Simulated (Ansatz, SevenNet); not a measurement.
**Enthalpy of formation of rock-salt ZrC: levels of theory against measurement**

Reference value: -1.019 eV/atom (measured, 298 K, copied from a table, unchecked, no zero-point or thermal correction; as tabulated in Wang et al. (2021), doi:10.1038/s41598-021-94550-5).

```csv
level (code),value (eV/atom),difference (eV/atom)
SevenNet-l3i5,-0.808,+0.211
LDA (Ansatz),-0.937,+0.082
PBE (Ansatz),-0.859,+0.160
PBE-D4 (Ansatz),-0.925,+0.094
r²SCAN0 (Ansatz),-1.069,-0.050
```

Once the reference is moved by up to 0.100 eV/atom (a margin picked here for doubts on the reference and the settings, and for temperature and zero-point motion) and values within 0.010 eV/atom count as equal, the nearest can be r²SCAN0 (-0.050 eV/atom), LDA (+0.082 eV/atom) or PBE-D4 (+0.094 eV/atom).

The measured value isn't corrected to a static lattice, so vibrations enter the comparison.  Each level is taken at its own relaxed cell. Ansatz's density-functional and Hartree–Fock values are scalar-relativistic unless marked +SOC, with PAW data made under PBE.

Machine-learned potentials (SevenNet-l3i5) are trained on DFT data: a solid inside that data is no test of them.

Differences are worked out from the printed values.

Ansatz is an electronic-structure program.
